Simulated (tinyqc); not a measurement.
Ways to converge the cycle: SCF convergence aids in the sto-3g basis, for CH2, spin multiplicity 3. Computed by the program tinyqc with PySCF. UHF with one setting changed at a time; a run stops when the energy changes by less than 1e-09 hartree and the error matrix is below 1e-5. The start is the core Hamiltonian. Damping d keeps d of the old density; a shift (hartree) raises the virtual levels; DIIS n extrapolates F over n matrices.

Geometry (angstrom):
```
atom,x,y,z
C,0.0000,0.0000,0.0000
H,0.0000,1.1150,0.6810
H,0.0000,-1.1150,0.6810
```

lowest solution found by these runs and by PySCF with stability checks = -38.374984 hartree

Largest element of the error matrix X^T (FDS - SDF) X:
```
iteration,plain,damping 0.3,damping 0.6,shift 0.4,DIIS 3,DIIS 8
1,2.7e-01,2.7e-01,2.7e-01,2.7e-01,2.7e-01,2.7e-01
2,5.0e-02,8.2e-02,1.8e-01,1.5e-01,5.0e-02,5.0e-02
3,9.3e-03,2.4e-02,1.1e-01,4.2e-02,1.1e-02,1.1e-02
4,4.2e-03,1.3e-02,6.7e-02,1.3e-02,3.4e-03,3.4e-03
5,2.7e-03,7.2e-03,4.1e-02,5.2e-03,2.0e-03,1.9e-03
6,1.9e-03,4.2e-03,2.4e-02,2.7e-03,1.1e-03,8.9e-04
8,9.6e-04,2.0e-03,1.0e-02,1.1e-03,4.8e-05,2.6e-05
10,5.7e-04,1.3e-03,5.7e-03,5.9e-04,2.1e-06,2.4e-07
14,2.1e-04,5.8e-04,1.9e-03,2.3e-04,-,-
20,4.4e-05,2.0e-04,8.9e-04,7.6e-05,-,-
30,-,3.6e-05,3.3e-04,1.3e-05,-,-
45,-,-,7.9e-05,-,-,-
60,-,-,1.9e-05,-,-,-
```

How each run ends:
```
run,iterations,E (hartree),state
plain,28,-38.37498,lowest found
damping 0.3,39,-38.37498,lowest found
damping 0.6,>60,-38.37498,"falls steadily but slowly, by a factor of about 0.91 a step"
shift 0.4,33,-38.37498,lowest found
DIIS 3,11,-38.37498,lowest found
DIIS 8,10,-38.37498,lowest found
```

What does the comparison show, and why?

5 of 6 runs reach the lowest solution found, in 10 to 39 iterations (fastest: DIIS 8). Not converged: damping 0.6. Plain steps already contract here, so damping only slows them. DIIS 3 and DIIS 8 gain by cancelling the error over several earlier matrices, much as a quasi-Newton step does.
